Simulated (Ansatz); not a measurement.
Input file:

```yaml
crystal:
  periodic: [false, false, false]
  atoms:
    - {symbol: Ge, position_ang: [0.000000, 0.000000, 0.000000]}
    - {symbol: Se, position_ang: [0.000000, 0.000000, 2.293000]}
basis:
  gaussian: {orbitals: STO-3G, fitting: {mean_field: def2-universal-jkfit}}
total_charge: 1
magnetization: {spin_polarized: false, initial_magnetization: 3}
correlation: {active_space: {window: {electrons: 5, orbitals: 4}, fixed_orbitals: true, states: [{multiplicity: 4, weights: [1, 0.5, 1, 0.5]}], root: 2}}
accuracy: high
output: {forces: true}
```

```sh
$ ansatz run in.yaml --threads 1 --pin off --events-out ev --progress --plain --max-ram 2393MiB
```

The program prints:

```
532 factors; integrals over basis functions are off by at most 1.8e-2 eV
mean field evaluation 1: about -120410.2714 eV, gradient 7.5e0 eV
mean field evaluation 2: about -120410.6555 eV, gradient 4.3e0 eV
mean field evaluation 4: about -120410.9464 eV, gradient 2.5e-1 eV
mean field evaluation 8: about -120410.9985 eV, gradient 3.2e-1 eV
mean field evaluation 16: about -120410.2714 eV, gradient 7.5e0 eV
mean field evaluation 32: about -120411.2349 eV, gradient 5.8e-2 eV
mean field evaluation 64: about -120411.2345 eV, gradient 1.9e-1 eV
mean field -120411.23495102 eV, -4425.0312667835 hartree, gradient 1.1e-8 eV, S^2 3.750000; 11 other end points of the search recorded, 0 dependent functions left out
reference -120411.23495102 eV, -4425.0312667835 hartree; 34, 31 occupied and 2, 5 virtual orbitals, 532 factors
state -120411.23495102 eV, -4425.0312667835 hartree
state -120410.93421450 eV, -4425.0202149204 hartree
state -120409.78648666 eV, -4424.9780367001 hartree
state -120403.51514135 eV, -4424.7475690107 hartree
the calculation of the forces begins
Total energy: -120409.78648666 eV, -4424.9780367001 hartree
Atom 0 at     0.000000     0.000000     0.000000 Å, force     0.000000     0.000000    -8.338405 eV/Å
Atom 1 at     0.000000     0.000000     2.293000 Å, force    -0.000000    -0.000000     8.338405 eV/Å
Dipole moment:    -0.000000    -0.000000     0.784178 e Å
```

Natural occupations, averaged over the states: 1.3333 1.3333 1.1667 1.1667.

Forces (eV/Å):
```
Ge   0.000  0.000 -8.338
Se   0.000  0.000  8.338
```

Ran on 1 thread of AMD EPYC, shared host: 14 s wall, 0.23 GiB peak host memory.
